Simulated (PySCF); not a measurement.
```xyz
3
charge 0 multiplicity 3, angstrom
C     0.0000    0.0000    0.0000
N     0.0000    0.0000    1.2236
N     0.0000    0.0000   -1.2236
```

Level of theory: UPBE0/[C def2-TZVP, N def2-TZVP], no relativity, density fitting, PySCF.

This geometry of CN₂ is a stationary point at this level.

**Question.** What is the point group?

**Answer.** D∞h.

**Question.** Is it a minimum?

**Answer.** Yes: all harmonic wavenumbers are real.

**Question.** What are the dipole moment and the gap between the highest occupied and lowest empty levels of either spin?

**Answer.** 0.00 D and 5.16 eV.

**Question.** Give the ideal-gas entropy at 298.15 K and 1 bar by parts.

**Answer.** translation 154.9, rotation 54.5, vibration 6.8, spin 9.1; total 225.3 J/(mol K).

Other isomers or separated fragments may lie lower.
